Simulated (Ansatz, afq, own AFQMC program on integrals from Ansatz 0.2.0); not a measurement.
## AFQMC, coupled cluster and functionals along a coordinate of NH3 + O, triplet

| atom | x (Å) | y (Å) | z (Å) |
| --- | --- | --- | --- |
| N | -1.1109 | -0.0173 | -0.0269 |
| H | -1.4081 | 0.9506 | -0.0269 |
| H | -1.4081 | -0.4196 | 0.8534 |
| H | -0.0984 | -0.0173 | -0.0269 |
| O | 1.1561 | -0.0173 | -0.0269 |

A hydrogen atom is moved from one rigid fragment to the other; the N1–H4 distance tells how far. The two fragments are held close together, so this isn't a minimum-energy path and the start is a compressed complex. Energies in mEh count from this geometry (1.012 Å) at the same level; the start stands on UHF, each point on the determinant named.

Basis cc-pVTZ. Only valence electrons are correlated. Ansatz 0.2.0 and our own AFQMC program on the same integrals; the CISD trial comes from CCSD amplitudes, and released means the phaseless constraint is let go. Uncertainties: one standard error, sampling alone.

Cautions, each for one point or more: lower spins were not checked; the ph-AFQMC/CISD walk drifts between its halves.

```json
{"r(N1–H4) / Å": "1.088", "det.": "UHF", "T1": "0.028", "weight": "0.87", "⟨S²⟩": "2.04", "MP2": "2.2", "r2SCAN": "-2.2", "CCSD(T)": "1.2"}
{"r(N1–H4) / Å": "1.126", "det.": "UHF", "T1": "0.024", "weight": "0.87", "⟨S²⟩": "2.05", "MP2": "2.6", "r2SCAN": "-2.3", "CCSD(T)": "2.0"}
{"r(N1–H4) / Å": "1.164", "det.": "UHF", "T1": "0.018", "weight": "0.88", "⟨S²⟩": "2.05", "MP2": "2.4", "r2SCAN": "-2.0", "CCSD(T)": "2.4"}
{"r(N1–H4) / Å": "1.201", "det.": "UHF", "T1": "0.022", "weight": "0.88", "⟨S²⟩": "2.04", "MP2": "2.5", "r2SCAN": "-1.4", "CCSD(T)": "2.5"}
{"r(N1–H4) / Å": "1.277", "det.": "UHF", "T1": "0.022", "weight": "0.88", "⟨S²⟩": "2.02", "MP2": "2.4", "r2SCAN": "1.6", "CCSD(T)": "2.9"}
```

Task: Estimate the curve of phaseless AFQMC with a CISD trial, counted from the same start.

Result: 
| r(N1–H4) / Å | det. | T1 | weight | ⟨S²⟩ | ph-AFQMC/CISD |
| --- | --- | --- | --- | --- | --- |
| 1.088 | UHF | 0.028 | 0.87 | 2.04 | 1.4 ± 0.3 |
| 1.126 | UHF | 0.024 | 0.87 | 2.05 | 1.4 ± 0.3 |
| 1.164 | UHF | 0.018 | 0.88 | 2.05 | 2.3 ± 0.4 |
| 1.201 | UHF | 0.022 | 0.88 | 2.04 | 2.7 ± 0.4 |
| 1.277 | UHF | 0.022 | 0.88 | 2.02 | 2.6 ± 0.3 |

Weight is that of the determinant in the CISD state; at the start T1 is 0.027 and the weight 0.88, and ⟨S²⟩ is 2.02. Largest departures from phaseless AFQMC with a CISD trial: CCSD(T) 0.5 mEh at 1.126 (on UHF) (within the noise), MP2 1.2 mEh at 1.126 (on UHF), r2SCAN -4.3 mEh at 1.164. The walk's constraint bias lies outside its error bars, so these are departures and not errors. Functionals count only at points shown to share the start's state and spin.

A walk keeps the symmetry of its determinant, which the program's search chose and which needn't be the lowest solution, so a lower state of the same spin and another symmetry isn't excluded.
